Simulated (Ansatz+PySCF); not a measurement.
**triplet NH: levels of theory in one basis**

```xyz
2

N     0.0000    0.0000   -0.1308
H     0.0000    0.0000    0.9159
```

Basis set: def2-SVP (spherical functions). Correlated methods keep 1 orbital frozen. Correlation on ROHF uses semicanonical orbitals with singles. Charge 0, multiplicity 3.

Computed with Ansatz (development build ahead of 0.2.0); each method stands on the lowest determinant of its kind that the runs found. NEVPT2 correlates all electrons. Active spaces start from the frontier orbitals, and the lowest solution found is given.

```tsv
method	E − E(ROHF) (eV)	<S²> of the determinant
ROHF	0.00	2.00
UHF	-0.20	2.02
ROHF-MP2	-3.01	–
UHF-MP2	-3.02	2.02
ROHF-CCSD	-3.53	–
UHF-CCSD	-3.53	2.02
ROHF-CCSD(T)	-3.57	–
UHF-CCSD(T)	-3.57	2.02
CASSCF(6,5)	-0.72	–
CASSCF(4,4)	-0.65	–
SC-NEVPT2(6,5)	-3.11	–
```

**Question.** What does SC-NEVPT2(4,4) give on the same scale?

**Answer.** -3.17 eV. NEVPT2 here correlates all electrons, so it doesn't share the others' frozen core.

**Question.** Is a single determinant a sound starting point here?

**Answer.** By this sign, yes. Unrestricted orbitals gain 0.20 eV and <S²> is 2.02 against 2.00 for a pure state. The CASSCF(6,5) natural occupations are 2.00, 1.97, 1.00, 1.00, 0.03. The CASSCF(4,4) natural occupations are 1.97, 1.00, 1.00, 0.03.
